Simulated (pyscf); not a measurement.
## Elimination: H₂N–Al(NH₂)–NH₂ -> ammonia (NH₃) + HN=Al–NH₂

Gas phase, singlet surface, charge 0. Bonds broken: N1–Al2, N3–H5. Bonds formed: N1–H5. PySCF, gas phase, ωB97X-D3(BJ)/def2-SVP geometries. Correlated levels are frozen-core, on RHF or UHF. ΔMP2 is the change of the MP2 total energy from the triple- to the quadruple-zeta basis.

Transition state (Å):

```xyz
10

N     -0.8840    -0.2176     1.7024
Al    -0.0973     0.1133    -0.0756
N      1.2768    -0.6476     0.5762
N     -1.0860     0.9315    -1.3016
H      0.2089    -0.6335     1.6885
H     -1.5901    -0.9358     1.8585
H     -1.0257     0.5298     2.3807
H      2.2205    -0.9302     0.3482
H     -2.0386     1.2519    -1.1692
H     -0.7775     1.1473    -2.2432
```

One imaginary mode, 818i cm⁻¹; descent along it reached the two sides named, in the forms told below.

```json
[
 {"bond": "N1–Al2", "change": "breaks", "reactant side (Å)": "1.779", "saddle": "1.972", "product side": "2.025"},
 {"bond": "N3–H5", "change": "breaks", "reactant side (Å)": "1.007", "saddle": "1.542", "product side": "2.087"},
 {"bond": "N1–H5", "change": "forms", "reactant side (Å)": "3.3", "saddle": "1.169", "product side": "1.043"}
]
```

Electronic energies relative to the reactant's lowest minimum found (kJ/mol):

```json
[
 {"level": "ωB97X-D3(BJ)/def2-TZVP", "barrier": "249.0", "reaction energy": "+382.7", "reverse barrier": "-133.7"},
 {"level": "PBE/def2-TZVP", "barrier": "210.6", "reaction energy": "+350.9", "reverse barrier": "-140.2"},
 {"level": "r²SCAN/def2-TZVP", "barrier": "229.9", "reaction energy": "+374.4", "reverse barrier": "-144.6"},
 {"level": "B3LYP-D3(BJ)/def2-TZVP", "barrier": "237.4", "reaction energy": "+368.0", "reverse barrier": "-130.6"},
 {"level": "PBE0-D3(BJ)/def2-TZVP", "barrier": "231.6", "reaction energy": "+376.5", "reverse barrier": "-144.9"},
 {"level": "M06-2X/def2-TZVP", "barrier": "247.0", "reaction energy": "+387.8", "reverse barrier": "-140.9"},
 {"level": "ωB97M-D3(BJ)/def2-TZVP", "barrier": "243.4", "reaction energy": "+372.6", "reverse barrier": "-129.3"},
 {"level": "HF/def2-TZVP", "barrier": "301.5", "reaction energy": "+391.8", "reverse barrier": "-90.3"},
 {"level": "MP2/def2-QZVPP", "barrier": "237.6", "reaction energy": "+368.0", "reverse barrier": "-130.4"},
 {"level": "CCSD/def2-TZVPP", "barrier": "255.5", "reaction energy": "+375.8", "reverse barrier": "-120.3"},
 {"level": "CCSD(T)/def2-TZVPP", "barrier": "243.5", "reaction energy": "+369.6", "reverse barrier": "-126.1"},
 {"level": "CCSD(T)/def2-TZVPP + ΔMP2(QZVPP)", "barrier": "244.2", "reaction energy": "+371.0", "reverse barrier": "-126.7"}
]
```

With CCSD(T)/def2-TZVPP + ΔMP2(QZVPP) energies and thermal terms (ideal gas, 1 atm, RRHO with modes under 100 cm⁻¹ raised to 100, one conformer, R ln 2 for chiral ones without a mode under 150 cm⁻¹), in kJ/mol:

```tsv
T (K)	ΔH‡	ΔG‡	ΔH	ΔG
298	235.8	238.9	+365.7	+322.0
600	231.7	243.9	+361.6	+279.1
900	229.0	250.6	+356.6	+238.8
1200	227.0	258.1	+351.5	+200.4
```

On the product side the descent ends in an adduct with a Al–N contact, 147.4 kJ/mol under the separated species and 13.7 kJ/mol under the saddle at ωB97X-D3(BJ)/def2-TZVP. At ωB97X-D3(BJ)/def2-TZVP, PBE, r²SCAN, B3LYP-D3(BJ), PBE0-D3(BJ), M06-2X, ωB97M-D3(BJ)/def2-TZVP, HF, MP2, CCSD, CCSD(T), CCSD(T) the saddle lies under the separated products, which points to a path from their complex (located at ωB97X-D3(BJ) alone), and parting the products costs more than the saddle. What is counted as broken (Al–N) persists as a longer contact in the product adduct; parting that adduct is a step of its own. This is the saddle that the search found; another between the same sides may lie lower. The CCSD(T) − MP2 part came from Ansatz, without density fitting, on the same reference.
